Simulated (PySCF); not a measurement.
Does the answer move with the share of exact exchange?

Species: Cl2.
InChI=1S/Cl2/c1-2

PySCF, def2-SVPD basis, density fitting, gas phase, PBE0-D3(BJ)/def2-SVP geometry; singlet excitations by full TDDFT with frozen cores, triplets by Tamm–Dancoff TDDFT and ionisation energies by ΔSCF, from the lowest of the holes tried. One functional is left out:

| functional | exact exchange (%) | HOMO energy (eV) | LUMO energy (eV) | lowest singlet excitation (eV) | lowest triplet excitation (eV) | mean polarisability (au) | vertical ionisation energy (eV) |
| --- | --- | --- | --- | --- | --- | --- | --- |
| LDA | 0 | -7.60 | -4.96 | 3.10 | 2.36 | 31.3 | 11.60 |
| PBE | 0 | -7.52 | -4.78 | 3.16 | 2.33 | 31.2 | 11.44 |
| B3LYP | 20 | -8.66 | -3.95 | 3.28 | 2.45 | 30.8 | 11.68 |
| BHandHLYP | 50 | -10.24 | -2.55 | 3.49 | 2.61 | 30.2 | 11.85 |

Question: Predict the row of PBE0 (25 % exact exchange) by straight lines through the other rows, and check it.

Answer: 
```csv
property,line,computed,computed − line,"B3LYP (20 %), for comparison"
HOMO energy (eV),-8.91,-8.96,-0.05,-8.66
LUMO energy (eV),-3.71,-3.73,-0.02,-3.95
lowest singlet excitation (eV),3.31,3.34,+0.03,3.28
lowest triplet excitation (eV),2.48,2.46,-0.02,2.45
mean polarisability (au),30.7,30.4,-0.3,30.8
vertical ionisation energy (eV),11.69,11.74,+0.05,11.68
```

Question: Which of these properties follows the share of exact exchange most closely, and which least?

Answer: Most closely the HOMO energy, least the vertical ionisation energy; the correlations over the tabulated rows are HOMO energy -1.000, LUMO energy 0.998, mean polarisability -0.996, lowest triplet excitation 0.995, lowest singlet excitation 0.990, vertical ionisation energy 0.920. The HOMO energy moves by -0.536 eV for every 10 %. Functionals with the same share still differ in their other parts: at 0 % LDA and PBE differ by 0.08 eV in it.
